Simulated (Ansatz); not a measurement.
Consider the atomization: `CC(O)(Cl)CF` → 3 C• + Cl• + F• + 6 H• + O•.

Isolated molecules relaxed with PBE0-D4/def2-TZVP in Ansatz; ΔE leaves out vibrations. CBS: MP2 limit from def2 TZ/QZ plus the TZ coupled-cluster correction, frozen cores. This one scheme is used for every species, atoms too. For atomizations the MP2-based limit and the directly extrapolated one differ by several kJ/mol either way, and by 10 to 25 for some Ge, Se and Sn compounds, so smaller differences from it don't rank the levels. Functionals use def2-TZVPP. HSE06 is defined as in plane-wave codes. Open shells (•) are unrestricted, without spin–orbit coupling. Spin–orbit coupling would lower the free atoms: a little for C, Cl, F, O. Each species was taken in one conformer, which may not be the lowest.

`CC(O)(Cl)CF`:

Cartesian coordinates in Å:
```
C -0.288 1.307 -0.462
C -0.194 -0.188 -0.305
O 0.566 -0.700 -1.329
Cl -1.893 -0.880 -0.386
C 0.375 -0.582 1.046
F 0.605 -1.941 1.071
H -0.737 1.541 -1.427
H 0.716 1.737 -0.428
H -0.900 1.742 0.327
H 0.725 -1.634 -1.145
H -0.309 -0.324 1.855
H 1.337 -0.078 1.182
```

```json
{"level": "r2SCAN-D4", "ΔE (kJ/mol)": "4623.7"}
{"level": "B2PLYP", "ΔE (kJ/mol)": "4545.0"}
{"level": "PBE0", "ΔE (kJ/mol)": "4609.2"}
{"level": "HSE06", "ΔE (kJ/mol)": "4614.8"}
{"level": "BHLYP", "ΔE (kJ/mol)": "4396.1"}
{"level": "HF/def2-SVP", "ΔE (kJ/mol)": "3335.4"}
{"level": "HF/def2-TZVPP", "ΔE (kJ/mol)": "3286.9"}
{"level": "HF/def2-QZVPP", "ΔE (kJ/mol)": "3291.1"}
```

What does CCSD(T)/CBS give? (Estimate.)

Ansatz gave: +4606.5 kJ/mol. The listed levels differ from it by 17.2, -61.5, 2.7, 8.3, -210.4, -1271.1, -1319.6, -1315.4 kJ/mol.

What do rigid-rotor, harmonic-oscillator terms from PBE0-D4/def2-TZVP frequencies (298.15 K, 1 bar) make of the CCSD(T)/CBS value? (An estimate is asked.)

Computed: ΔZPE = -242.1 kJ/mol, ΔH = +4418.3 kJ/mol, ΔS = 1313 J/(mol·K), ΔG = +4026.9 kJ/mol. Open shells count their whole term as degenerate.

Largest T1 diagnostic among the species: 0.011.

The D4 term adds +40.6 kJ/mol with B3LYP and +21.2 kJ/mol with PBE0; it sums over pairs of atoms, weighted by their polarisabilities, and B3LYP, whose exchange is more repulsive, gets the larger term. From BLYP to BHLYP (50 % exact exchange), in def2-TZVPP and without D4, ΔE moves by −138.8 kJ/mol: exact exchange takes away binding that semilocal exchange gives to molecules. In def2-TZVPP, CCSD(T) changes the Hartree–Fock value by +1199.0 kJ/mol (the triples alone add +78.0 kJ/mol) and MP2 by +1306.8 kJ/mol; breaking electron pairs costs correlation energy, which Hartree–Fock lacks.

B3LYP here is the variant with VWN-RPA as its local correlation; programs differ in this.
